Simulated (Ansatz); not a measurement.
Basis-set series for C$_{2}$H$_{2}$FNO (`O=C=NCF`). The species carries charge 0 and has multiplicity 1. The geometry is a stationary point of PBE0-D4/def2-TZVP. It is one conformer, not always the lowest.

```
functional       basis  functions  energy (Eh)  HOMO (eV)  LUMO (eV)
   PBE0-D4    def2-SVP         80   -306.67197      -8.33       0.37
   PBE0-D4  def2-QZVPP        345   -307.04796      -8.49      -0.02
   ωB97M-V    def2-SVP         80   -306.89823     -10.55       2.75
   ωB97M-V  def2-QZVPP        345   -307.28346     -10.75       1.74
```

Give the rows for def2-TZVPP. (An estimate is asked.)

The calculation gave: 
```json
{"functional": "PBE0-D4", "basis": "def2-TZVPP", "functions": "183", "energy (Eh)": "-307.03205", "HOMO (eV)": "-8.46", "LUMO (eV)": "0.10"}
{"functional": "ωB97M-V", "basis": "def2-TZVPP", "functions": "183", "energy (Eh)": "-307.26848", "HOMO (eV)": "-10.71", "LUMO (eV)": "2.28"}
```

Positive LUMOs are unbound and depend on the basis.

Program: Ansatz 0.2.0.
